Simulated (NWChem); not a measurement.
The numbers come from NWChem runs, not from measurements. System: N2, charge 0, spin multiplicity 1, displaced from the optimised geometry.

Job file:

```
start mol
memory heap 100 mb stack 700 mb global 1900 mb
geometry units angstroms nocenter noautoz noautosym
  N      0.000000     0.000000     0.550196
  N      0.000000     0.000000    -2.200782
end
basis spherical
  * library cc-pvdz
end
scf
  rhf
  nopen 0
  maxiter 100
  thresh 1e-7
  semidirect memsize 60000000 filesize 0
end
ccsd
  freeze core 2
  maxiter 60
end
task ccsd(t) energy
```

The output up to the point where the run's verdict is printed (cleaned and shortened):

```
             Northwest Computational Chemistry Package (NWChem) 7.3.0
             --------------------------------------------------------

                                NWChem Input Module
                                -------------------

 Scaling coordinates for geometry "geometry" by  1.889725989
 (inverse scale =  0.529177249)

                             Geometry "geometry" -> ""
                             -------------------------

 Output coordinates in angstroms (scale by  1.889725989 to convert to a.u.)

  No.       Tag          Charge          X              Y              Z
 ---- ---------------- ---------- -------------- -------------- --------------
    1 N                    7.0000     0.00000000     0.00000000     0.55019600
    2 N                    7.0000     0.00000000     0.00000000    -2.20078200

 Effective nuclear repulsion energy (a.u.)       9.4256243420

            Nuclear Dipole moment (a.u.)
            ----------------------------
        X                 Y               Z
 ---------------- ---------------- ----------------
     0.0000000000     0.0000000000   -21.8340868241


 Summary of "ao basis" -> "" (spherical)
 ------------------------------------------------------------------------------
       Tag                 Description            Shells   Functions and Types
 ---------------- ------------------------------  ------  ---------------------
 *                          cc-pvdz                   on all atoms

 Summary of "ao basis" -> "ao basis" (spherical)
 ------------------------------------------------------------------------------
       Tag                 Description            Shells   Functions and Types
 ---------------- ------------------------------  ------  ---------------------
 N                          cc-pvdz                  6       14   3s2p1d

                                 NWChem SCF Module
                                 -----------------

  ao basis        = "ao basis"
  functions       =    28
  atoms           =     2
  closed shells   =     7
  open shells     =     0
  charge          =   0.00
[...]
  29     -1.6166658718 -3.689D-01  2.763D+00     0.21     0.00     0.20
  30     -1.3906604991  2.260D-01  2.414D+00     0.22     0.00     0.21
  31     -0.7312120668  6.594D-01  1.271D+00     0.22     0.00     0.21
  32     -1.4131905962 -6.820D-01  2.055D+00     0.22     0.00     0.21
  33     -1.3953480711  1.784D-02  1.619D+00     0.22     0.00     0.21
  34     -1.6800006901 -2.847D-01  2.604D+00     0.22     0.00     0.20
  35     -1.6691647654  1.084D-02  2.653D+00     0.22     0.00     0.20
  36     -1.3928202311  2.763D-01  1.614D+00     0.22     0.00     0.21
  37     -4.4382333447 -3.045D+00  1.266D+01     0.22     0.00     0.21
  38     -3.1686547201  1.270D+00  1.422D+01     0.23     0.00     0.21
  39     -0.6782111648  2.490D+00  3.779D+00     0.22     0.00     0.21
  40     -3.0245125311 -2.346D+00  1.084D+01     0.22     0.00     0.21
  41      1.6344361867  4.659D+00  3.149D+01     0.22     0.00     0.21
  42     18.6164035782  1.698D+01  8.534D+01     0.22     0.00     0.21
  43      0.8824703253 -1.773D+01  1.910D+01     0.14     0.00     0.14
  44    -32.7182644834 -3.360D+01  7.685D+01     0.13     0.00     0.12
  45    -21.7457182189  1.097D+01  5.335D+01     0.14     0.00     0.13
  46 105974.6705568551  1.060D+05  1.156D+03     0.13     0.00     0.12
  47    120.0145360092 -1.059D+05  1.599D+02     0.13     0.00     0.12
  48  74255.3766883783  7.414D+04  1.750D+02     0.13     0.00     0.12
  492630469.0634688032  2.556D+06  2.232D+03     0.14     0.00     0.13
  50 140632.4154288618 -2.490D+06  1.203D+03     0.15     0.00     0.14
  51****************** -4.390D+07  1.722D+05     0.14     0.00     0.13
  52******************  4.525D+09  1.547D+06     0.12     0.00     0.11
  53******************  5.694D+11  2.009D+07     0.16     0.00     0.15
  54******************  9.906D+14  7.751D+09     0.13     0.00     0.12
  55******************  5.991D+16  1.132D+11     0.16     0.00     0.16
  56******************  7.983D+24  5.349D+15     0.13     0.00     0.12
  57******************  1.601D+29  6.476D+18     0.16     0.00     0.14
  58******************  2.796D+36  3.515D+23     0.16     0.00     0.15
  59******************  4.499D+44  7.680D+28     0.19     0.00     0.18
  60******************  5.488D+49  2.130D+32     0.18     0.00     0.17
                  ****maximum iterations exceeded****
-------------------------------------------------------------------------

 -----------
 CCSD Energy
 -----------
 Reference energy:            -108.048867868872193
 CCSD corr. energy: ******************************
 Total CCSD energy: ******************************

 --------------------------------
 Spin Component Scaled (SCS) CCSD
 --------------------------------
 Same spin contribution:     ******************************
 Same spin scaling factor:                1.130000000000000
 Opposite spin contribution: ******************************
 Opposite spin scaling fact.:             1.270000000000000
 SCS-CCSD correlation energy:******************************
 Total SCS-CCSD energy:      ******************************

 routine      calls  cpu(0)   cpu-min  cpu-ave  cpu-max   i/o
 aoccsd          1     0.00     0.00     0.00     0.00    0.00
 iterdrv         1     0.02     0.02     0.02     0.02    0.00
 pampt          60     0.07     0.07     0.07     0.07    0.00
 t2pm           60     0.11     0.11     0.11     0.11    0.00
 sxy            60     0.11     0.11     0.11     0.11    0.00
 ints       364200    10.13    10.13    10.13    10.13    0.00
 t2eri        4680     0.60     0.60     0.60     0.60    0.00
 idx2         4680     0.28     0.28     0.28     0.28    0.00
 idx34          60     0.03     0.03     0.03     0.03    0.00
 ht2pm          60     0.12     0.12     0.12     0.12    0.00
 itm            60     0.36     0.36     0.36     0.36    0.00
 pdiis          60     0.03     0.03     0.03     0.03    0.00
 Total                11.86    11.86    11.86    11.86    0.00
```

The program stopped with an error. NWChem stopped with the message: ccsd(t) energy failed.
